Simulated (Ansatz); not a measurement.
# BeS+ (doublet): PBE, r2SCAN, PBE0, B3LYP, wB97M-V, B2PLYP, RPA-PBE over vertical gaps between states, cc-pVTZ

How well do these functionals follow the top wave-function level for BeS+ (doublet) over vertical gaps between states?

Program: Ansatz 0.2.0, Gaussian basis. Level of theory: cc-pVTZ, all electrons in the functionals, frozen cores in the correlation of double hybrids and RPA. These are calculated values, not measurements.

To be run: PBE, r2SCAN, PBE0, B3LYP, wB97M-V, B2PLYP, RPA-PBE, at charge 1, doublet; charge 1, quartet.

11 further runs of the same task are left out: 5 for a known fault of the program, 2 that didn't finish, 4 set aside as unsound or not needed.

## 1. The system

The geometry is a PBE0/def2-TZVP stationary point (not a proven minimum).

2 atoms, charge 1, spin multiplicity 2.

Atoms are counted from 1 here; the program's logs count them from 0.

Bond lengths: S1–Be2 1.843 Å.

No dispersion term is added; wB97M-V holds VV10 nonlocal correlation. B3LYP takes the VWN-RPA correlation.

The geometry shown and the zero of energy belong to the point charge 1, doublet. The yardstick, UCCSDT(Q), and other wave-function levels (R restricted, U unrestricted, valence and pair active spaces) come from earlier runs.

## 2. PBE, charge 1, doublet

File in.yaml:

```yaml
crystal:
  periodic: [false, false, false]
  atoms:
    - {symbol: S, position_ang: [0.000000, 0.000000, 0.000000]}
    - {symbol: Be, position_ang: [0.000000, 0.000000, 1.842500]}
basis:
  gaussian: {orbitals: cc-pVTZ}
total_charge: 1
magnetization: {spin_polarized: true, initial_magnetization: 1}
hamiltonian: {xc: {name: PBE}}
output: {orbitals: {seedname: orbitals}}
```

Command:

```console
ansatz run in.yaml --threads 1 --pin off --events-out ev --progress --plain --max-ram 2393MiB
```

After this run come: PBE, charge 1, quartet; r2SCAN, charge 1, doublet; r2SCAN, charge 1, quartet; PBE0, charge 1, doublet; PBE0, charge 1, quartet; B3LYP, charge 1, doublet; B3LYP, charge 1, quartet; wB97M-V, charge 1, doublet; wB97M-V, charge 1, quartet; B2PLYP, charge 1, doublet; B2PLYP, charge 1, quartet; RPA-PBE, charge 1, doublet; RPA-PBE, charge 1, quartet.

Q: Predict the results of all the runs planned. Wanted: doublet to quartet, UCCSDT(Q); largest miss, PBE; largest miss, r2SCAN; largest miss, PBE0; largest miss, B3LYP; largest miss, wB97M-V; largest miss, B2PLYP; largest miss, RPA-PBE; largest miss, RCCSD(T).

**Answer**, as computed:

```
                     quantity                           value
doublet to quartet, UCCSDT(Q)                        2.068 eV
            largest miss, PBE  +0.168 eV (doublet to quartet)
         largest miss, r2SCAN  +0.098 eV (doublet to quartet)
           largest miss, PBE0  +0.025 eV (doublet to quartet)
          largest miss, B3LYP  +0.108 eV (doublet to quartet)
        largest miss, wB97M-V  +0.267 eV (doublet to quartet)
         largest miss, B2PLYP  +0.071 eV (doublet to quartet)
        largest miss, RPA-PBE  -0.156 eV (doublet to quartet)
       largest miss, RCCSD(T)  -0.008 eV (doublet to quartet)
       largest miss, UCCSD(T)  -0.010 eV (doublet to quartet)
```

Of the functionals, PBE0 and UMP2 keep the smallest largest miss at the points compared (at most 0.025 eV) and wB97M-V strays most (0.267 eV, at doublet to quartet). Functionals and the yardstick converge differently with the basis, so part of each miss in cc-pVTZ is the basis.
